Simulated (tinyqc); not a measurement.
The basis set: RHF and MP2 along a ladder of basis sets, for N2, spin multiplicity 1. Computed by the program tinyqc with PySCF. 

Geometry (angstrom):
```
atom,x,y,z
N,0.0000,0.0000,0.0000
N,0.0000,0.0000,1.0730
```

Same geometry throughout; the dipole is taken about the origin.

RHF and frozen-core MP2 in a ladder of bases:
```
basis,functions,E(RHF) (hartree),E(MP2 corr) (hartree),HOMO (eV),LUMO (eV),dipole (debye)
sto-3g,10,-107.486420,-0.145015,-14.8517,7.9640,0.0000
3-21g,18,-108.300634,-0.225685,-16.8018,5.2179,0.0000
6-31g,18,-108.867101,-0.228694,-17.1921,4.4735,0.0000
6-31g**,28,-108.943099,-0.297925,-16.9294,5.0116,0.0000
cc-pvdz,28,-108.955492,-0.299003,-16.8409,5.1422,0.0000
aug-cc-pvdz,46,-108.961825,-0.309889,-17.0414,2.8208,0.0000
cc-pvtz,60,-108.986436,-0.367120,-16.9488,4.7411,0.0000
```

From cc-pVDZ to cc-pVTZ the RHF energy falls by 30.9 mhartree and the correlation energy by 68.1. If valence correlation converges as X^-3, (27 E(T) - 8 E(D))/19 gives -0.3958 hartree, a rough estimate from such small X that usually falls short; STO-3G holds about 37 % of it. Beyond STO-3G the LUMO moves by 2.4 eV and the HOMO by 0.4 eV; diffuse functions lower the positive LUMO sharply, since an unbound virtual level tracks the most diffuse function.
